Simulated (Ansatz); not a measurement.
We consider 1T (CdI2-type) VSe2 (undistorted form, which takes a superstructure on cooling), described by rVV10 (PAW; Ansatz, a quantum-chemistry and plane-wave program).

Run with plane-wave cutoff 520 eV, 18×18×10 k mesh (along the axes of the cell as run), Fermi–Dirac smearing 0.05 eV, spin-polarised with parallel moments, scalar-relativistic PAW data made under PBE.

A third-order Birch–Murnaghan fit to the energies gives V0 = 20.788 Å³/atom, B0 = 35.3 GPa, B′ = 9.0.

| V (Å³/atom) | P (GPa) |
|---|---|
| 19.956 | ? |
| 20.372 | ? |
| 20.788 | 0.002 |
| 21.204 | ? |
| 21.619 | -1.150 |

Estimate the withheld pressures from this fit; the answers are the runs' own values.


- 19.956, P (GPa): 1.723
- 20.372, P (GPa): 0.788
- 21.204, P (GPa): -0.642

The formula P = (3/2) B0 (x^(7/3) − x^(5/3)) [1 + (3/4)(B′ − 4)(x^(2/3) − 1)] with x = V0/V meets the computed pressures within 0.01 GPa when these rounded values are put in.

Shape and atoms are relaxed at each volume.

Note: the magnetic order was assumed, not searched for or taken from measurement; the moments ended far under their starting size, a low-moment state that need not be the lowest; the bulk modulus comes from volumes at which shape and atoms were relaxed.

Static lattice: no zero-point or thermal effects.

The result took around 40 core-minutes (rough).
